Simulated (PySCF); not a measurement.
# C$_{2}$H$_{2}$F$_{2}$: calculation and literature

Atoms are numbered as in `[CH2:1]=[C:2]([F:3])[F:4]`; H(Xn) means a hydrogen on atom n.

All values are calculated (PySCF): shieldings: GIAO B97-2/pcSseg-2, couplings computed with B3LYP/pcJ-2, PBE0-D3(BJ)/def2-TZVP structure. One conformer, fast rotation and ring inversion assumed for equivalent nuclei, relativity neglected, isolated molecule.

Reference values: measured (gas, 300 K; M. E. Harding, PhD thesis, Mainz 2008 (Harding, Lenhart, Auer, Gauss, JCP 2008, 128, 244111)).
```json
{"atoms": "F3/F4", "quantity": "σ ¹⁹F", "reference": "278.6", "computed": "256.6"}
```

Reference values: measured (G. Saielli, R. Bini, A. Bagno, Computational 19F NMR. 2. Organic compounds, RSC Adv. 2014, ESI (exp. from Berger-Braun-Kalinowski 1994 and Everett 1995)).
```csv
atoms,quantity,reference,computed,"computed, scaled"
F3/F4,δ ¹⁹F vs CFCl3,-81.3,-80.6,-80.4
```

Absolute shieldings are compared as such; zero-point and thermal motion, absent here, lowers them by some tenths of a ppm for H, a few ppm for C and up to about 10 ppm for F.

Computed shifts are σ(ref) − σ with the named reference compound (TMS for H and C) calculated as an isolated molecule at the same level. The measured values may be among those fitted. Shieldings were converted by a linear fit to measured shifts: ¹⁹F (scatter 4.8 ppm rms, 5.6 ppm with the 3 outliers that the fit left out vs CFCl3, solution or neat liquid, with a term for F on sp3 carbon). Occasional misses reach two or three times the rms, and more in compound classes unlike the fitted ones.

Coupling constants in Hz:
```tsv
coupling	reference	computed	source
¹J(C2,F3)	-287.0	-369.0	measured; Jessen and Sauer, arXiv:2312.00705
²J(F3,F4)	32.7	-76.7	measured; Jessen and Sauer, arXiv:2312.00705
```

4 of the 11 published NMR values on file for this molecule are compared. The rest: values from further sources, other calculations.
